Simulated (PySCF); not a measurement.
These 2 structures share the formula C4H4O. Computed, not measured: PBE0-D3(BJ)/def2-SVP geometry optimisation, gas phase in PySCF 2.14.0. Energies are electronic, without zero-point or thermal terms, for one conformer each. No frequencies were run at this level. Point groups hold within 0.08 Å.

Problem. Order them by energy at this level, lowest first, and give relative energies in kcal/mol.
A. 2-cyclobutene-1-one (`O=C1C=CC1`)
B. `[O:1]=[CH:2][C:3]1=[CH:4][CH2:5]1` with O1–C2–C3–C4 2°

Solution. A (0.0), B (32.7).

As drawn, the lower has a four-membered ring, which the higher lacks; the higher has a three-membered ring, which the lower lacks.

```tsv
SMILES	E (Eh)	E rel (kcal/mol)	dipole (D)	point group	A, B, C (MHz)
O=C1C=CC1	-229.56503	0.0	3.18	Cs	12636, 5339, 3846
O=CC1=CC1	-229.51289	32.7	2.42	–	19099, 3385, 2933
```

Problem. How do the relative energies change in single points at PBE0/pcSseg-1 (no added dispersion term) on the same geometries?

Solution. 
```json
{"SMILES": "O=C1C=CC1", "PBE0-D3(BJ)/def2-SVP (kcal/mol)": "0.0", "PBE0/pcSseg-1 (kcal/mol)": "0.0", "shift": "0.0"}
{"SMILES": "O=CC1=CC1", "PBE0-D3(BJ)/def2-SVP (kcal/mol)": "32.7", "PBE0/pcSseg-1 (kcal/mol)": "32.5", "shift": "-0.2"}
```

Each column counts from its own lowest isomer. The order is unchanged; the largest shift is 0.2 kcal/mol.
